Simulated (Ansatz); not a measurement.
Worked example: correlation energy of Si₂H₆, singlet

Geometry: MP2(full)/6-31G*, from the G2/97 set.

```xyz
8

Si    0.0000    0.0000    1.1677
Si    0.0000    0.0000   -1.1677
H     0.0000    1.3933    1.6860
H    -1.2066   -0.6966    1.6860
H     1.2066   -0.6966    1.6860
H     0.0000   -1.3933   -1.6860
H    -1.2066    0.6966   -1.6860
H     1.2066    0.6966   -1.6860
```

Basis STO-3G; Ansatz 0.2.0. Correlated methods freeze the noble-gas cores, which leaves 14 electrons in 14 orbitals. R marks a restricted (for open shells ROHF) determinant.

Full CI is exact within this basis and frozen core; it isn't the basis-set limit.

Runs differ by some tens of microhartree through their thresholds, so steps under 0.03 kcal/mol mean nothing.

```tsv
level	total energy (hartree)
RHF	-574.693781
RMP2	-574.777296
RCCSD	-574.817430
RCCSD(T)	-574.818277
RCCSDT	-574.818635
RCCSDT(Q)	-574.818680
RCCSDTQ	-574.818694
full CI	-574.818694
```

Q: What is the correlation energy at full CI, and what share of it do RMP2 and RCCSD recover?

A: E(corr) = -574.818694 − (-574.693781) = -0.124913 hartree = -3.399 eV. RMP2: -0.083515 / -0.124913 = 66.86 %. RCCSD: -0.123649 / -0.124913 = 98.99 %.

Q: By how many kcal/mol does RCCSD(T) miss full CI (1 hartree = 627.509 kcal/mol), and which steps make up the rest?

A: -574.818277 − (-574.818694) = 0.000417 hartree = 0.26 kcal/mol. Steps: RCCSDT − RCCSD(T) = -0.22, RCCSDT(Q) − RCCSDT = -0.03, RCCSDTQ − RCCSDT(Q) = -0.01, full CI − RCCSDTQ = 0.00 kcal/mol. That is within 1 kcal/mol of the reference in this basis, which itself misses far more of the correlation at the basis-set limit.
